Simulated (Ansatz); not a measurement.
Reaction (substitution at a C–C bond): `CC(N)=S` + CH₃NH₂ → `CNC(N)=S` + CH₄

Isolated molecules relaxed with PBE0-D4/def2-TZVP in Ansatz; ΔE leaves out vibrations. CCSD(T)/CBS is the MP2 limit (def2-TZVPP, def2-QZVPP) plus CCSD(T) − MP2 in def2-TZVPP, frozen cores. This one scheme is used for every species. DFT in def2-TZVPP. B3LYP here is the variant with VWN-RPA as its local correlation; programs differ in this. Each species was taken in one conformer, which may not be the lowest.

```json
{"level": "PBE-D4", "ΔE (kJ/mol)": "-50.8", "difference from CCSD(T)/CBS": "-8.7"}
{"level": "r2SCAN-D4", "ΔE (kJ/mol)": "-53.7", "difference from CCSD(T)/CBS": "-11.6"}
{"level": "PBE0-D4", "ΔE (kJ/mol)": "-51.5", "difference from CCSD(T)/CBS": "-9.4"}
{"level": "B3LYP-D4", "ΔE (kJ/mol)": "-51.1", "difference from CCSD(T)/CBS": "-9.0"}
{"level": "ωB97X-V", "ΔE (kJ/mol)": "-50.1", "difference from CCSD(T)/CBS": "-8.0"}
{"level": "ωB97M-V", "ΔE (kJ/mol)": "-48.5", "difference from CCSD(T)/CBS": "-6.4"}
{"level": "B2PLYP", "ΔE (kJ/mol)": "-46.4", "difference from CCSD(T)/CBS": "-4.3"}
{"level": "PBE", "ΔE (kJ/mol)": "-48.0", "difference from CCSD(T)/CBS": "-5.9"}
{"level": "r2SCAN", "ΔE (kJ/mol)": "-52.8", "difference from CCSD(T)/CBS": "-10.7"}
{"level": "PBE0", "ΔE (kJ/mol)": "-49.1", "difference from CCSD(T)/CBS": "-7.0"}
{"level": "B3LYP", "ΔE (kJ/mol)": "-46.8", "difference from CCSD(T)/CBS": "-4.7"}
{"level": "HF/def2-TZVPP", "ΔE (kJ/mol)": "-48.1", "difference from CCSD(T)/CBS": "-6.0"}
{"level": "MP2/def2-TZVPP", "ΔE (kJ/mol)": "-46.1", "difference from CCSD(T)/CBS": "-4.0"}
{"level": "SCS-MP2/def2-TZVPP", "ΔE (kJ/mol)": "-42.9", "difference from CCSD(T)/CBS": "-0.8"}
{"level": "CCSD/def2-TZVPP", "ΔE (kJ/mol)": "-42.5", "difference from CCSD(T)/CBS": "-0.4"}
{"level": "CCSD(T)/def2-TZVPP", "ΔE (kJ/mol)": "-42.5", "difference from CCSD(T)/CBS": "-0.4"}
{"level": "HF/def2-QZVPP", "ΔE (kJ/mol)": "-47.3", "difference from CCSD(T)/CBS": "-5.2"}
{"level": "MP2/def2-QZVPP", "ΔE (kJ/mol)": "-45.6", "difference from CCSD(T)/CBS": "-3.5"}
{"level": "SCS-MP2/def2-QZVPP", "ΔE (kJ/mol)": "-42.3", "difference from CCSD(T)/CBS": "-0.2"}
{"level": "HF/CBS(def2)", "ΔE (kJ/mol)": "-47.2", "difference from CCSD(T)/CBS": "-5.1"}
{"level": "MP2/CBS(def2)", "ΔE (kJ/mol)": "-45.7", "difference from CCSD(T)/CBS": "-3.6"}
{"level": "CCSD/CBS(def2)", "ΔE (kJ/mol)": "-42.1", "difference from CCSD(T)/CBS": "0.0"}
{"level": "CCSD(T)/CBS", "ΔE (kJ/mol)": "-42.1", "difference from CCSD(T)/CBS": "0"}
```

Largest T1 diagnostic among the species: 0.016.

The D4 term adds −4.2 kJ/mol with B3LYP and −2.5 kJ/mol with PBE0; it sums over pairs of atoms, weighted by their polarisabilities, and B3LYP, whose exchange is more repulsive, gets the larger term.
